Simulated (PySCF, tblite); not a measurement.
Compound: 1-chloro-1,1-difluoroethane, C2H3ClF2.
SMILES with atom numbers: `[CH3:1][C:2]([F:3])([F:4])[Cl:5]` (hydrogens: H6, H7, H8 on C1)

Level of theory: PBE0-D3(BJ)/def2-SVP geometry optimisation, gas phase in PySCF 2.14.0.

Q: List the bond lengths and angles at this level.

A: 
```
               bond  length (bohr)
              C1–C2          2.836
       C2–F3, C2–F4          2.529
             C2–Cl5          3.377
C1–H6, C1–H7, C1–H8          2.074
```

Bonds in one row agree within 0.02 bohr and their mean is given. A selection of angles:
```
    angle  degrees
 C2–C1–H6    109.8
 C2–C1–H8    108.4
 H6–C1–H7    109.5
 C1–C2–F3    110.9
C1–C2–Cl5    111.6
 F3–C2–F4    107.1
F3–C2–Cl5    108.0
```

Point group: Cs (every atom within 0.08 Å of its image). Not checked by PBE0-D3(BJ)/def2-SVP frequencies.

---

Compound: propargylene, C3H2 (singlet state).
Bonds: C1–C2 (double), C2–C3 (double). Hydrogens: H4 on C1; H5 on C3.

Structure optimised with GFN2-xTB, isolated species.

Problem. List the bond lengths and angles at this level.

Solution. 
```csv
bond,length (Å)
C1=C2,1.274
C2=C3,1.285
"C1–H4, C3–H5",1.064
```

Bonds in one row agree within 0.01 Å and their mean is given. A selection of angles:
```csv
angle,degrees
C2–C1–H4,137.4
C1–C2–C3,153.7
C2–C3–H5,132.6
```

Point group: C2v (every atom within 0.08 Å of its image). Its GFN2-xTB frequencies are all real (lowest 120 cm⁻¹). 2 starts were optimised and ended at 0.00 and 3.70 kcal/mol (GFN2-xTB); the lowest of these is shown.

The numbers are calculated, not measured.

---

Compound: (E)-diazene, N₂H₂.
SMILES with atom numbers: `[H]/[N:2]=[N:3]/[H]` (hydrogens: H1 on N2; H4 on N3)

Theory: PySCF, PBE0-D3(BJ)/def2-SVP geometry optimisation, gas phase.

**Question.** List the bond lengths and angles at this level.

**Answer.** 
```tsv
bond	length (Å)	order
H1–N2, N3–H4	1.039	single
N2=N3	1.232	double
```

Bonds in one row agree within 0.01 Å and their mean is given. Orders are formal, as drawn. A selection of angles:
```tsv
angle	degrees
H1–N2–N3	106.7
```

Point group: C2h (tolerance 0.08 Å). PBE0-D3(BJ)/def2-SVP frequencies: not computed here.
